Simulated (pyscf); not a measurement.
H₃Si–AsH₂ (SMILES [SiH3][AsH2]) + H₂O (SMILES O) → HO–AsH–SiH₃ (SMILES O[AsH][SiH3]) + H₂ (SMILES [H][H]), a four-centre exchange (singlet surface; As–H, H–O broken, As–O, H–H formed). PySCF, gas phase, ωB97X-D3(BJ)/def2-SVP geometries. Energies in kcal/mol from the separated reactants.

Small-basis levels: PySCF, no dispersion term, spherical d functions. AM1 to PM7: differences of heats of formation from MOPAC, which are fitted to 298 K values and so differ in kind from electronic energies by zero-point and thermal terms. GFN2-xTB: tblite. Cost: rough CPU time at the saddle relative to B3LYP/6-31G*+LANL2DZ, from one job on a shared machine.

```json
[
 {"level": "HF/STO-3G", "barrier": "103.8", "reaction energy": "+9.2", "cost": "0.08"},
 {"level": "HF/3-21G", "barrier": "70.8", "reaction energy": "+4.2", "cost": "0.09"},
 {"level": "HF/6-31G*+LANL2DZ", "barrier": "88.1", "reaction energy": "+15.1", "cost": "0.1"},
 {"level": "BP86/6-31G*+LANL2DZ", "barrier": "52.8", "reaction energy": "+10.3", "cost": "1"},
 {"level": "PBE/6-31G*+LANL2DZ", "barrier": "51.3", "reaction energy": "+10.5", "cost": "1"},
 {"level": "B3LYP/LANL2DZ", "barrier": "(withheld)", "reaction energy": "+12.2", "cost": "0.8"},
 {"level": "B3LYP/6-31G*+LANL2DZ", "barrier": "60.8", "reaction energy": "+10.3", "cost": "1"},
 {"level": "M06-2X/6-31G*+LANL2DZ", "barrier": "61.2", "reaction energy": "+8.4", "cost": "2"},
 {"level": "PBE/def2-SVP", "barrier": "49.1", "reaction energy": "+13.0", "cost": "2"},
 {"level": "GFN2-xTB", "barrier": "46.6", "reaction energy": "+0.9", "cost": "under 0.02"},
 {"level": "PM3", "barrier": "(withheld)", "reaction energy": "-10.9", "cost": "under 0.02"},
 {"level": "PM6", "barrier": "49.6", "reaction energy": "-7.7", "cost": "under 0.02"},
 {"level": "ωB97M-D3(BJ)/def2-TZVP", "barrier": "(withheld)", "reaction energy": "+14.3", "cost": "–"}
]
```

### Question
Complete the blanks.

### Answer

- B3LYP/LANL2DZ, barrier: 59.9
- PM3, barrier: 63.0
- ωB97M-D3(BJ)/def2-TZVP, barrier: 63.8

Against the last row the barrier runs from -17.2 (GFN2-xTB) to +40.0 kcal/mol (HF/STO-3G). ωB97M-D3(BJ)/def2-TZVP has limits of its own. The same reactants have a lower exit, to HO–SiH₂–AsH₂ + H₂ (barrier +35.5 kcal/mol at ωB97M-D3(BJ)/def2-TZVP, against +63.8 kcal/mol here). HO–AsH–SiH₃ lies 29.7 kcal/mol over its isomer HO–SiH₂–AsH₂ (electronic energy, ωB97M-D3(BJ)/def2-TZVP). One saddle was located; it need not be the lowest between these sides. In the def2 sets elements up to Kr have no core potential.
